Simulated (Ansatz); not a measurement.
# NH₃ (singlet): wave-function methods side by side, STO-3G

How much of the correlation energy of NH₃ (singlet) does each wave-function method recover here?

Program: Ansatz 0.2.0, Gaussian basis. Level of theory: STO-3G, core rule «outside noble gas», up to 1 orbitals frozen. These are calculated values, not measurements.

To be run: UHF; CCSD(T) on RHF; BCCD(T) on RHF; CISD; CCSDT(Q) on RHF; CISDTQ; CCSDTQ on RHF; CASSCF and MRCISD+Q, 8 electrons in 7 orbitals; CASSCF and MRCISD+Q(relaxed), 8 electrons in 7 orbitals; CASSCF and NEVPT2, 8 electrons in 7 orbitals; Full CI.

10 further runs of the same task are left out: 1 that didn't finish, 9 set aside as unsound or not needed.

**1. What is computed**

The geometry is an MP2(full)/6-31G* stationary point (not a proven minimum).

4 atoms, charge 0, spin multiplicity 1.

Atoms are counted from 1 here; the program's logs count them from 0.

Bond lengths: N1–H2 1.017 Å, N1–H3 1.017 Å, N1–H4 1.017 Å. Angles: H2–N1–H3 106.3°, H2–N1–H4 106.3°, H3–N1–H4 106.3°.

**2. UHF**

in.yaml

```yaml
crystal:
  periodic: [false, false, false]
  atoms:
    - {symbol: N, position_ang: [0.000000, 0.000000, 0.068943]}
    - {symbol: H, position_ang: [0.000000, 0.939731, -0.319354]}
    - {symbol: H, position_ang: [0.813831, -0.469865, -0.319354]}
    - {symbol: H, position_ang: [-0.813831, -0.469866, -0.319353]}
basis:
  gaussian: {orbitals: STO-3G}
magnetization: {spin_polarized: true, initial_magnetization: 0}
hamiltonian: {xc: hf}
output: {orbitals: {seedname: orbitals}}
```

Run with:

```console
> ansatz run in.yaml --threads 1 --pin off --events-out ev --progress --plain --max-ram 3020MiB --backend cpu
```

After this run come: CCSD(T) on RHF; BCCD(T) on RHF; CISD; CCSDT(Q) on RHF; CISDTQ; CCSDTQ on RHF; CASSCF and MRCISD+Q, 8 electrons in 7 orbitals; CASSCF and MRCISD+Q(relaxed), 8 electrons in 7 orbitals; CASSCF and NEVPT2, 8 electrons in 7 orbitals; Full CI.

Q: Predict the results of all the runs planned. Wanted: FCI below the RHF energy; RMP2 from FCI; RCCSD from FCI; RCCSD(T) from FCI; RCCSDT(Q) from FCI; NEVPT2 valence from FCI; MRCISD+Q valence from FCI; MRCISD+Q(relaxed) valence from FCI; T1 diagnostic.

The runs gave:

| quantity | value |
| --- | --- |
| FCI below the RHF energy | -1.7882 eV |
| RMP2 from FCI | +494.8 meV |
| RCCSD from FCI | +5.9 meV |
| RCCSD(T) from FCI | +2.6 meV |
| RCCSDT(Q) from FCI | +0.2 meV |
| NEVPT2 valence from FCI | 0.0 meV |
| MRCISD+Q valence from FCI | 0.0 meV |
| MRCISD+Q(relaxed) valence from FCI | 0.0 meV |
| levels within 1 kcal/mol (43 meV) | RCCSD, RCCSD(T), BCCD(T), RCCSDT, CISDTQ, RCCSDT(Q), RCCSDTQ, CASSCF valence, NEVPT2 valence, MRCISD valence, MRCISD+Q valence, MRCISD+Q(relaxed) valence |
| T1 diagnostic | 0.004 |
| effectively unpaired electrons | 0.01 |

What this shows: RCCSD(T) lands +2.6 meV from the yardstick (0.1 % of the correlation energy). One determinant dominates. Of the multireference levels listed NEVPT2 valence comes nearest in total energy (0.0 meV), which doesn't show that its space is the better one. These misses are within one basis, not against nature.
